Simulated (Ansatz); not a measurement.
The input, for Ansatz 0.2.0:

```yaml
crystal:
  periodic: [false, false, false]
  atoms:
    - {symbol: Si, position_ang: [-1.599322, 0.000000, 0.000000]}
    - {symbol: H, position_ang: [-2.094194, 1.399708, 0.000000]}
    - {symbol: H, position_ang: [-2.094193, -0.699854, 1.212183]}
    - {symbol: H, position_ang: [-2.094194, -0.699854, -1.212182]}
    - {symbol: H, position_ang: [-0.061322, 0.000000, 0.000000]}
    - {symbol: N, position_ang: [2.507762, 0.000000, 0.000000]}
    - {symbol: C, position_ang: [1.347678, 0.000000, 0.000000]}
basis:
  gaussian: {orbitals: cc-pVDZ}
magnetization: {spin_polarized: false, initial_magnetization: 1}
correlation: {method: fic_mrcisd_q, electrons: outside_noble_gas, active_space: {window: {electrons: 3, orbitals: 3}}}
```

```sh
$ ansatz run in.yaml --threads 2 --pin off --events-out ev --progress --plain --max-ram 16896MiB --backend cuda --devices 0, --max-vram 18GiB
```

Output:

```
624 factors; integrals over basis functions are off by at most 1.3e-3 eV
mean field evaluation 1: about -10431.1087 eV, gradient 2.8e1 eV
mean field evaluation 2: about -10431.1129 eV, gradient 2.8e1 eV
mean field evaluation 4: about -10433.6363 eV, gradient 4.4e0 eV
mean field evaluation 8: about -10433.7599 eV, gradient 1.4e-1 eV
mean field -10433.75997014 eV, -383.4336066461 hartree, gradient 1.4e-6 eV, S^2 0.750000; 0 other end points of the search recorded, 0 dependent functions left out
reference -10433.75997014 eV, -383.4336066461 hartree; 16, 15 occupied and 50, 51 virtual orbitals, 624 factors
state -10434.56655149 eV, -383.4632479640 hartree
contracted CI cycle   1: correlation 0.00000000 eV, 0.0000000000 hartree, residual 2.85e1 eV
contracted CI cycle   2: correlation -9.35788020 eV, -0.3438957543 hartree, residual 5.48e0 eV
contracted CI cycle   3: correlation -9.75302544 eV, -0.3584170742 hartree, residual 1.22e0 eV
contracted CI cycle   4: correlation -9.77498613 eV, -0.3592241145 hartree, residual 3.27e-1 eV
contracted CI cycle   5: correlation -9.77685565 eV, -0.3592928180 hartree, residual 1.12e-1 eV
contracted CI cycle   6: correlation -9.77705125 eV, -0.3593000062 hartree, residual 3.74e-2 eV
contracted CI cycle   7: correlation -9.77707611 eV, -0.3593009197 hartree, residual 1.17e-2 eV
contracted CI cycle   8: correlation -9.77707871 eV, -0.3593010155 hartree, residual 3.74e-3 eV
contracted CI cycle   9: correlation -9.77707897 eV, -0.3593010251 hartree, residual 1.15e-3 eV
state -10434.56655149 eV, -383.4632479640 hartree; corrected -10445.76737957 eV, -383.8748708039 hartree
Total energy: -10445.76737957 eV, -383.8748708039 hartree
```

Natural occupations: 1.9287 1.0000 0.0713.

For the same geometry and basis UCCSDT(Q) lies 385.5 meV lower.

Ran on 2 threads of AMD EPYC 7R13 with a shared H100 80 GB, shared host: 3 s wall, 0.85 GiB peak host memory.
